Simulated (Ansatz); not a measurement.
A calculation with Ansatz (development build ahead of 0.2.0).

```yaml
crystal:
  periodic: [false, false, false]
  atoms:
    - { symbol: "N", position_ang: [0.0, 0.0, 0.0] }
    - { symbol: H, position_ang: [0.0, 0.0, 1.768] }
basis:
  gaussian: { orbitals: "6-31G" }
magnetization:
  spin_polarized: true
hamiltonian:
  xc: pbe0
scf:
  omitted_lower_state_checks: [starts, atomic_configurations, cluster_reference, orbital_swaps, given_window_search, neighbouring_geometries, increment]
output:
  forces: true
```

The input is written out in the form of the current development build from the run's settings.

The run gave:

```yaml
Converged: yes
Total_energy: -55.01775 hartree
Spin_squared_of_the_determinant: 1.116
Stability_test: minimum
```

Forces (eV/Å):
```
atom     Fx     Fy      Fz
  N1  0.000  0.000   3.687
  H2  0.000  0.000  -3.687
```

Caution: another spin multiplicity may lie lower; the unrestricted determinant is a mixture of spin states.
